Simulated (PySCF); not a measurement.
Bonds (- single, = double, # triple, : aromatic): C1-C2 1.512 Å, C2-C3 1.512 Å, C2-F4 1.385 Å. C1 carries H5, H6, H7; C2 carries H8; C3 carries H9, H10, H11.

- PBE0-D3(BJ)/def2-SVP structure
- NMR shieldings at KT3/pcSseg-2/GIAO
- program: PySCF
- in vacuum, one averaged value for each set of equivalent atoms, relativity neglected, one conformer

Scale: TMS for $^{13}$C and $^{1}$H; $^{19}$F against CFCl3 (reference shieldings calculated alike).

```json
{"atoms": "C2", "nucleus": "$^{13}$C", "count": "1", "δ (ppm)": "90.4"}
{"atoms": "F4", "nucleus": "$^{19}$F", "count": "1", "δ (ppm)": "?"}
{"atoms": "C1/C3", "nucleus": "$^{13}$C", "count": "2", "δ (ppm)": "24.5"}
{"atoms": "H5/H6/H7/H9/H10/H11", "nucleus": "$^{1}$H", "count": "6", "δ (ppm)": "1.20"}
{"atoms": "H8", "nucleus": "$^{1}$H", "count": "1", "δ (ppm)": "?"}
```

Estimate the values marked ?.

## Answers


- H8: 4.81 ppm, hydrogen on an sp3 CH bonded to F; its carbon carries F, which withdraws density
- F4: -202.2 ppm, fluorine on an sp3 carbon

Shifts are as computed, not scaled to solution data. Of 1211 compounds with measured shifts, 218 miss one by over three times the rms of a fit or turn the order of signals round; such compounds aren't used in these exercises. Unscaled 19F shifts against computed CFCl3 carry errors that often reach 10 to 50 ppm.
